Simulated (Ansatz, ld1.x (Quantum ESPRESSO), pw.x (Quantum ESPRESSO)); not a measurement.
# What a changed setting does to a pw.x run (bcc Al)

Potential: norm-conserving Troullier–Martins (Kleinman–Bylander form), ld1.x (Quantum ESPRESSO) 7.5, PBEsol; core [Ne], reference 3s2 3p1; waves: 3s (bound): rc 2.20 bohr; 3p (bound): rc 2.20 bohr; 3d channel at 0.5 Ry: rc 2.30 bohr; local part: all-electron potential smoothed inside 2.48 bohr (lloc = -1); core correction: none.

The reference run (k-mesh 14³, cutoffs 35/140 Ry, Fermi–Dirac 0.01 Ry, mixing_beta 0.4, conv_thr 1e-9, no spin) gives 0.15 GPa at 16.575 Å³/atom, where all-electron LAPW gives 0.16 GPa. This run, with its own iteration cap, changes startingwfc to random.

```
&control
  calculation='scf', prefix='x', pseudo_dir='./', outdir='./tmp', tstress=.true., disk_io='none'
/
&system
  ibrav=0, nat=1, ntyp=1, ecutwfc=35, ecutrho=140, nbnd=8,
  occupations='smearing', smearing='fd', degauss=0.01
/
&electrons
  conv_thr=1e-09, mixing_beta=0.4, electron_maxstep=50, startingwfc='random'
/
ATOMIC_SPECIES
Al 1.0 Al.UPF
CELL_PARAMETERS angstrom
  -1.60619344 1.60619344 1.60619344
  1.60619344 -1.60619344 1.60619344
  1.60619344 1.60619344 -1.60619344
ATOMIC_POSITIONS crystal
Al 0.0000 0.0000 0.0000
K_POINTS automatic
14 14 14 0 0 0
```

```bash
pw.x < Al.scf.in > Al.scf.out
```

How does the run end?

It converges in 6 iterations; the free energy moves by +0.0 meV/atom and the pressure by +0.00 GPa. The result is that of the reference run.

```
Message from routine setup:
     using ibrav=0 with symmetry is DISCOURAGED, use correct ibrav instead
     lattice parameter (alat)  =       5.2572  a.u.
     unit-cell volume          =     111.8536 (a.u.)^3
     number of electrons       =         3.00
     number of Kohn-Sham states=            8
     kinetic-energy cutoff     =      35.0000  Ry
     charge density cutoff     =     140.0000  Ry
     scf convergence threshold =      1.0E-09
     Exchange-correlation= PBESOL
     number of k points=   104  Fermi-Dirac smearing, width (Ry)=  0.0100
     iteration #  1     ecut=    35.00 Ry     beta= 0.40
     total energy              =      -4.15963644 Ry
     estimated scf accuracy    <       0.00520632 Ry
     iteration #  2     ecut=    35.00 Ry     beta= 0.40
     total energy              =      -4.15940434 Ry
     estimated scf accuracy    <       0.00170846 Ry
     iteration #  3     ecut=    35.00 Ry     beta= 0.40
     total energy              =      -4.15944861 Ry
     estimated scf accuracy    <       0.00000181 Ry
     iteration #  4     ecut=    35.00 Ry     beta= 0.40
     total energy              =      -4.15944964 Ry
     estimated scf accuracy    <       0.00000074 Ry
     iteration #  5     ecut=    35.00 Ry     beta= 0.40
     total energy              =      -4.15944970 Ry
     estimated scf accuracy    <          4.2E-09 Ry
     iteration #  6     ecut=    35.00 Ry     beta= 0.40
     the Fermi energy is     7.8248 ev
!    total energy              =      -4.15944971 Ry
     estimated scf accuracy    <          2.7E-10 Ry
     smearing contrib. (-TS)   =      -0.00173390 Ry
     The total energy is F=E-TS. E is the sum of the following terms:
     one-electron contribution =       2.83104445 Ry
     hartree contribution      =       0.00471009 Ry
     xc contribution           =      -1.59804462 Ry
     ewald contribution        =      -5.39542573 Ry
     convergence has been achieved in   6 iterations
          total   stress  (Ry/bohr**3)                   (kbar)     P=        1.48
     Message from routine punch:
     Nothing written, as per user request (disk_io='none')
```

The run took about 2.3 s on one core of a shared host (Neoverse-V1, 64 threads, 495 GiB, load 23).
